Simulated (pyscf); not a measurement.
PySCF, gas phase, ωB97X-D3(BJ)/def2-SVP geometries. Correlated levels are frozen-core, on RHF or UHF. ΔMP2 is the change of the MP2 total energy from the triple- to the quadruple-zeta basis. Singlets are restricted, triplets unrestricted.

Singlet (Å):
```xyz
3

F      0.8472    -0.6139    -0.3309
C      0.0904     0.1381    -1.0685
F     -0.0351     1.2409    -0.3970
```

Triplet (Å):
```xyz
3

F      1.0462     1.7729     0.1207
C      0.9524     0.5854    -0.4327
F      0.1170    -0.3012     0.0581
```

Problem. For these two minima of F–C:–F (SMILES F[C]F), which spin state lies lower at CCSD(T)/def2-TZVPP + ΔMP2(QZVPP), and by how much (electronic energies)?

Solution. The singlet, by 2.47 eV. Zero-point energy shifts E(triplet) − E(singlet) by -0.01 eV. 

E(triplet) − E(singlet) by level (eV):

```csv
level,gap
ωB97X-D3(BJ)/def2-TZVP,+2.43
PBE/def2-TZVP,+2.22
r²SCAN/def2-TZVP,+1.95
B3LYP-D3(BJ)/def2-TZVP,+2.28
PBE0-D3(BJ)/def2-TZVP,+2.11
M06-2X/def2-TZVP,+2.29
ωB97M-D3(BJ)/def2-TZVP,+2.60
HF/def2-TZVP,+1.40
MP2/def2-QZVPP,+2.36
CCSD/def2-TZVPP,+2.34
CCSD(T)/def2-TZVPP,+2.43
CCSD(T)/def2-TZVPP + ΔMP2(QZVPP),+2.47
```

The triplet is the lowest one reached from the SCF start used. The CCSD(T) − MP2 part came from Ansatz, without density fitting, on the same reference.
